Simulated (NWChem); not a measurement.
Species: acetylene (C₂H₂); SMILES C#C

```xyz
4

C      0.0000     0.0000    -0.5985
C      0.0000     0.0000     0.5985
H      0.0000     0.0000    -1.6633
H      0.0000     0.0000     1.6633
```
Atoms are numbered in this order, from 1.

Program: NWChem. Pople sets run with spherical d functions. Structure relaxed at the PBE0-D3(BJ)/def2-TZVP level. GIAO values for the isolated, static molecule; σ is the absolute isotropic shielding.

```csv
level,basis functions,σ C1 (ppm),σ H3 (ppm),relative time
PBE/6-31G*,32,130.3,31.05,1
PBE/6-311G**,48,114.1,30.72,2
PBE/def2-SVP,38,125.7,30.55,1
PBE/def2-TZVP,74,113.5,30.52,5
PBE/IGLO-II,56,111.9,30.83,1
PBE/IGLO-III,90,107.6,30.43,5
PBE/pcSseg-2,100,106.9,30.34,7
```

Relative times are rough (shared machine, one core).
